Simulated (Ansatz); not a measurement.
Computed with Ansatz on PBE0-D4/def2-TZVP structures; ΔE is electronic, products minus reactants. CBS: MP2 limit from def2 TZ/QZ plus the TZ coupled-cluster correction, frozen cores. This one scheme is used for every species. Functionals use def2-TZVPP.

`O=CC#CF` + H–F → `FC#CF` + `C=O`  (substitution at a C–C bond)

```tsv
level	ΔE (eV)
r2SCANh-D4	1.65
r2SCANh	1.64
MP2/def2-SVP	1.55
MP2/def2-TZVPP	1.76
```

What does CCSD(T)/CBS give? (An estimate is asked.)

Ansatz gave: +1.66 eV. The listed levels differ from it by -0.01, -0.02, -0.11, 0.10 eV.

What do rigid-rotor, harmonic-oscillator terms from PBE0-D4/def2-TZVP frequencies (298.15 K, 1 bar) make of the CCSD(T)/CBS value? (Best estimate.)

Ansatz gave: ΔZPE = +0.01 eV, ΔH = +1.65 eV, ΔS = -4 J/(mol·K), ΔG = +1.67 eV.

Largest T1 diagnostic among the species: 0.015.

In def2-TZVPP, CCSD(T) changes the Hartree–Fock value by +0.19 eV (the triples alone add +0.04 eV) and MP2 by +0.33 eV. At CCSD(T), def2-SVP lies −0.24 eV from the extrapolated value and def2-TZVPP −0.04 eV. The D4 term adds +0.04 eV with B3LYP and +0.02 eV with PBE0; it sums over pairs of atoms, weighted by their polarisabilities, and B3LYP, whose exchange is more repulsive, gets the larger term.

B3LYP here is the variant with VWN-RPA as its local correlation; programs differ in this.
